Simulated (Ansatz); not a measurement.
For A-type hexagonal La₂O₃, rVV10 (plane waves, PAW; Ansatz, an electronic-structure program) gives:

- lattice constant a = 3.960 Å
- lattice parameter c = 6.193 Å
- bulk modulus = 112 GPa
- band gap = 3.73 eV

**Question.** What does r²SCAN+SOC (Ansatz, PAW) give for the same quantities?

**Answer.** 
- lattice constant a: 3.935 Å (decreases by 0.6 %)
- lattice parameter c: 6.126 Å (falls by 1.1 %)
- bulk modulus: 116 GPa (increases by 3.6 %)
- band gap: 4.21 eV (goes up by 0.48 eV)

For comparison: lattice constant a 3.934 Å (measured, 300 K, not corrected to a static lattice, our sources range from 3.934 to 3.940; as tabulated in Santana et al. (2016), arXiv:1608.06321); lattice parameter c 6.13 Å (measured, temperature not stated, no zero-point or thermal correction; as tabulated in Rustad et al. (2011), arXiv:1107.4261); bulk modulus 113 GPa (measured, 300 K, not corrected to a static lattice; as tabulated in Santana et al. (2016), arXiv:1608.06321).

Changes are worked out from the printed values.

Unless a cell is named, each level is at its own relaxed cell (rVV10 16.82, r²SCAN+SOC 16.43 Å³/atom).

Spin–orbit coupling is included only where a level's name says +SOC; with heavier elements it mostly lowers gaps and can invert bands. Density-functional gaps are differences of (generalised) Kohn–Sham levels.

Ansatz's density-functional and Hartree–Fock values are scalar-relativistic unless marked +SOC, with PAW data made under PBE.
